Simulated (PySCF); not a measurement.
Reproducing measurements on benzvalene

**Experimental background.**

NIST CCCBDB Release 22 (SRD 101), experimental dipoles lists, for the gas: dipole moment 0.883 D.

The results are set against them at the end.

Species: benzvalene, C₆H₆.
SMILES with atom numbers: `[CH:1]1=[CH:2][C@H:3]2[C@H:4]3[C@@H:5]1[C@@H:6]23` (hydrogens: H7 on C1; H8 on C2; H9 on C3; H10 on C4; H11 on C5; H12 on C6)

Structure used (PBE0-D3(BJ)/def2-TZVP), in Å, numbered top down from 1:
```
atom  x, y, z in Å
C1     1.3529    0.6969   -0.2410
C2     1.2629   -0.5994   -0.5309
C3    -0.0986   -1.0225   -0.0623
C4    -0.4953   -0.1639    1.1231
C5     0.0449    1.0557    0.4016
C6    -1.0401    0.1619   -0.1678
H7     2.1737    1.3763   -0.4173
H8     1.9939   -1.2412   -1.0001
H9    -0.4809   -2.0310   -0.1568
H10   -0.9159   -0.3529    2.0999
H11   -0.1989    2.0497    0.7549
H12   -2.0356    0.3179   -0.5571
```

Runs made with PySCF (gas phase, on this PBE0-D3(BJ)/def2-TZVP geometry; no spin–orbit coupling):

| level | job | basis functions |
| --- | --- | --- |
| PBE0-D3(BJ)/def2-TZVP, grid level 2 | geometry optimisation from a GFN2-xTB start shaken at random | 222 |
| PBE0/pcSseg-2 | shieldings, ring-centre shieldings, charges and field gradients, density and orbital grids written | 300 |
| CAM-B3LYP/aug-cc-pVTZ | 10 singlets by full TDDFT, 4 Tamm–Dancoff triplets, polarisability | 414 |
| PBE0/aug-cc-pVTZ | 10 singlets by full TDDFT, 4 Tamm–Dancoff triplets, polarisability, dynamic polarisability, density and orbital grids written | 414 |
| wB97X-D/aug-cc-pVTZ | 10 singlets by full TDDFT, 4 Tamm–Dancoff triplets, polarisability, ΔSCF ions | 414 |

Results beside the measurements:

**Dipole moment.** Measured: 0.883 D (NIST CCCBDB Release 22 (SRD 101), experimental dipoles).

| level | computed (D) | computed − measured (D) | % (from the printed values) |
| --- | --- | --- | --- |
| PBE0-D3(BJ)/def2-TZVP | 0.953 | +0.070 | +8 |
| PBE0/pcSseg-2 | 0.967 | +0.084 | +10 |
| CAM-B3LYP/aug-cc-pVTZ | 0.968 | +0.085 | +10 |
| PBE0/aug-cc-pVTZ | 0.977 | +0.094 | +11 |
| wB97X-D/aug-cc-pVTZ | 0.980 | +0.097 | +11 |

All 5 levels lie above the measurement. The computed dipoles belong to one fixed geometry; measured ones are averaged over vibrations unless marked μe. Magnitudes are compared, not signs.

The geometry is computed, not the measured one. Where a level misses, the cause wasn't examined.
